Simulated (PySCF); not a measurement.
formaldehyde cation (CH₂O), SMILES C=O (connectivity only; charge and spin as stated), charge +1, multiplicity 2.

Geometry: B3LYP-D3(BJ)/def2-TZVPD. The multiplicity is an assumed one; other spin states were not compared.

Calculation: PySCF with PBE/def2-TZVPD.

Isolated molecule, no solvent.

The total energy is -114.02622 hartree, the point group is C2v and the α spin, highest occupied and lowest empty level is -17.30 and -11.72 eV. The β spin, highest occupied and lowest empty level is -19.90 and -15.24 eV and the dipole moment about the centre of nuclear charge is 3.08 D. The mean static polarisability comes out as 12.9 bohr³ (1.91 Å³) and the polarisability, principal values is 9.0, 12.4, 17.1 bohr³. The ⟨S²⟩ is 0.755 (pure state 0.75).
